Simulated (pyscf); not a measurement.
Single points on ωB97X-D3(BJ)/def2-SVP structures (PySCF, gas phase). Correlated levels are frozen-core, on RHF or UHF. ΔMP2 is the change of the MP2 total energy from the triple- to the quadruple-zeta basis.

**Question.** How much does it cost (ΔH, 298 K, CCSD(T)/def2-TZVPP + ΔMP2(QZVPP)) to split `[NH]=[GeH][Cl]` at its Cl–Ge bond into [HN=GeH]• + Cl•?

**Answer.** Cl–Ge to [HN=GeH]• + Cl•: 3.70 eV. The radicals are drawn with the spin at the cut bond; how far it spreads was not checked. HN=GeH–Cl lies 2.27 eV over its isomer H₂N–Ge:–Cl [singlet], and others may lie lower still (electronic energy, ωB97M-D3(BJ)). Other isomers of [HN=GeH]• were not searched in full and may lie lower. The CCSD(T) − MP2 part came from Ansatz, without density fitting, on the same reference. An open-shell T1 diagnostic exceeds 0.045. The frozen core leaves the outer d or s,p core shells of the metals and heavy elements correlated in the MP2 and CC values, and def2-TZVPP describes them poorly, which can shift differences by a few kcal/mol. Left out: the spin-orbit lowering of Cl. Elements up to Kr have no core potential and no relativistic terms here.
